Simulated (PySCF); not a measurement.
`CSC=C(C)C`. Method: PySCF 2.14.0, PBE0-D3(BJ)/def2-SVP geometry optimisation, gas phase.

```
atom  x, y, z in Å
C1     2.8672   -0.4353   -0.3519
S2     1.3599   -0.6264    0.6192
C3     0.2085    0.1738   -0.4414
C4    -1.0975    0.3401   -0.1746
C5    -1.7306   -0.1470    1.0919
C6    -2.0016    1.0331   -1.1488
H7     2.7851   -0.9405   -1.3255
H8     3.1194    0.6249   -0.5000
H9     3.6729   -0.9111    0.2235
H10    0.6286    0.5478   -1.3813
H11   -2.1904    0.6891    1.6462
H12   -2.5403   -0.8646    0.8745
H13   -1.0108   -0.6409    1.7601
H14   -2.8270    0.3705   -1.4629
H15   -1.4649    1.3593   -2.0511
H16   -2.4714    1.9209   -0.6904
```

(1) Which two atoms are farthest apart?

(2) Work out the bond lengths C1–H7, C1–H8, C5–H11, C5–H12, C6–H14, C6–H16 in Å.

(3) What is the repulsion energy of the bare nuclei, Σ ZA·ZB/RAB?

(4) What are the angles H8–C1–H9, C1–S2–C3, C4–C6–H14, H14–C6–H16, C4–C6–H15?

(5) Where is the centre of mass (commonest isotopes), and what is the radius of gyration?

(6) How far are the heavy atoms from their best plane (unweighted least squares)?

(7) How far apart are these pairs, which share no bond: C1···C6, C6···H7, H9···H15, H12···H13?

(8) Give the dihedral angles C5–C4–C6–H16, C6–C4–C5–H11, H10–C3–C4–C5, S2–C3–C4–C6, C1–S2–C3–H10.

(9) Write the matrix of distances between heavy atoms (Å, lower triangle).

## Answers

(1) H9···H14 and H9···H16, 6.836 Å down to 6.827 Å.

(2) For C1–H7 the difference vector is (-0.0821, -0.5052, -0.9736) Å, of length 1.0999 Å. C1–H7 1.100; C1–H8 1.100; C5–H11 1.104; C5–H12 1.104; C6–H14 1.104; C6–H16 1.104 Å.

(3) 287.27 Eh over 120 pairs, with full nuclear charges and distances in bohr; the largest single term is 28.90 Eh (S2 with C3).

(4) From the scalar product of the two bond vectors; for H8–C1–H9 it is -0.3865 Å² over 1.0998 × 1.0985 Å², cos θ = -0.3199. H8–C1–H9 108.7°; C1–S2–C3 100.0°; C4–C6–H14 111.0°; H14–C6–H16 106.4°; C4–C6–H15 112.1°.

(5) Mass 102.050 u; centre at (0.197, -0.062, 0.045) Å; Rg = √(Σ m r²/M) = 2.019 Å. As Ia + Ib + Ic = 2 Σ m r², the three principal moments sum to 832.2 u·Å².

(6) 0.011 Å rms; C1 0.01, S2 0.02, C3 0.01, C4 0.00, C5 0.01, C6 0.00 Å (magnitudes).

(7) C1···C6 5.147 Å (4 bonds apart); C6···H7 5.181 Å (5 bonds apart); H9···H15 6.060 Å (6 bonds apart); H12···H13 1.781 Å (2 bonds apart).

(8) C5–C4–C6–H16 59° (synclinal); C6–C4–C5–H11 -59° (synclinal); H10–C3–C4–C5 180° (antiperiplanar); S2–C3–C4–C6 180° (antiperiplanar); C1–S2–C3–H10 2° (synperiplanar). Dihedral signs follow IUPAC: positive where, seen along the central bond, the front bond turns clockwise onto the rear one.

(9) 
```
C1    0.000
S2    1.803  0.000
C3    2.729  1.758  0.000
C4    4.044  2.757  1.343  0.000
C5    4.828  3.163  2.493  1.497  0.000
C6    5.147  4.145  2.475  1.499  2.547  0.000
```

PBE0-D3(BJ)/def2-SVP frequencies: not computed here. The numbers are those of one conformer.

On one thread, Arm Neoverse V2, no GPU (shared host), this took 30 s of wall time. That covers the optimisation of the geometry.
